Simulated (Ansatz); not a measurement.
Total energies of MgAl2⁻ (the lowest doublet isomer of a short search) from Ansatz at PBE0-D4/def2-TZVPD, gas phase (1 Eh = 27.2114 eV = 2625.5 kJ/mol). The reference geometry is relaxed at PBE0-D4/def2-TZVPD.

```xyz
3

Al    0.0936   -0.0613    1.4886
Al   -0.5970    1.2533   -0.5492
Mg    0.5034   -1.1920   -0.9394
```

```csv
state,geometry,energy (Eh)
charge -1 doublet,reference,-684.60787
charge 0 triplet,reference,-684.56050
charge -1 quartet,relaxed at PBE0-D4/def2-TZVPD,-684.60660
```

**Question.** Work out the vertical ionisation energy to the triplet.

**Answer.** E(charge 0 triplet) − E(charge -1 doublet) = -684.56050 − (-684.60787) = 0.04737 Eh = 1.29 eV. For comparison, −ε of the highest occupied level of the spin that leaves is 0.03 eV at this level, 1.26 eV less.

**Question.** Which of the charge -1 states is lowest, and how far above it are the others?

**Answer.** The doublet, but by less than the method's error, so the order isn't settled. quartet: -684.60660 − (-684.60787) = 0.00127 Eh = 3.3 kJ/mol.

The structure comes from a short search, and lower isomers may exist.
